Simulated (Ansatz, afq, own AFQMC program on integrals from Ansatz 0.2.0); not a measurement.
H$_{2}$O, triplet in cc-pVTZ, levels against CCSDT(Q)

```yaml
atoms:
  - { symbol: H, position_ang: [0.0000, 0.0000, -0.9807] }
  - { symbol: H, position_ang: [0.0000, 0.0000, -0.0047] }
  - { symbol: O, position_ang: [0.0000, 0.0000, 0.9853] }
```

Basis cc-pVTZ. Noble-gas cores (and the filled d shells of Ga–Kr and In–Xe) are frozen. Integrals, coupled cluster, full CI and functionals: Ansatz 0.2.0; the random walks run on the same integrals in our own AFQMC program. ph-AFQMC/CISD is guided by a CISD state made of CCSD amplitudes; releasing the constraint for a short imaginary time cuts its bias at the price of noise, slowly where states lie close. ± is one standard error of the sampling.

Determinant: UHF, the one that the program's search chose, which needn't be the lowest solution. The geometry is a point of a scan.

No full CI on the walks' own integrals is used here; CCSDT(Q) serves as the reference and is uncertain by about the last step of the cluster series.

Cautions: lower spins were not checked; the released energies have errors that jump between times, so the bars are unsure, so no released level is given (meV from the phaseless value at times in 1/Eh: -27 ± 19 at 0.24, -10.2 ± 1.7 at 0.51, -24 ± 14 at 0.99, -14 ± 3 at 1.62, -13 ± 3 at 2.40), though the last usable value meets CCSDT(Q) within the noise.

```
T1 diagnostic                               : 0.0127
weight of the determinant in the CISD state : 0.942
⟨S²⟩ of the determinant                     : 2.023
size of the correlated space                : 8 electrons in 57 orbitals
```

```
  level  correlation energy (eV)
    MP2                  -5.6320
   CCSD                  -6.0847
CCSD(T)                  -6.2424
```

Estimate where phaseless AFQMC with a CISD trial lies against CCSD(T) on the same integrals.

0.6 ± 0.2 kJ/mol below CCSD(T).

Reference: CCSDT(Q), correlation energy -6.259 eV.

| level | E − E(reference) (kJ/mol) | share of correlation (%) |
| --- | --- | --- |
| CCSD(T) | 1.6 | 99.74 |
| CCSDT | 0.6 | 99.91 |
| ph-AFQMC/CISD | 1.0 ± 0.2 | 99.84 |

A walk keeps the symmetry of its determinant, which the program's search chose and which needn't be the lowest solution, so a lower state of the same spin and another symmetry isn't excluded.
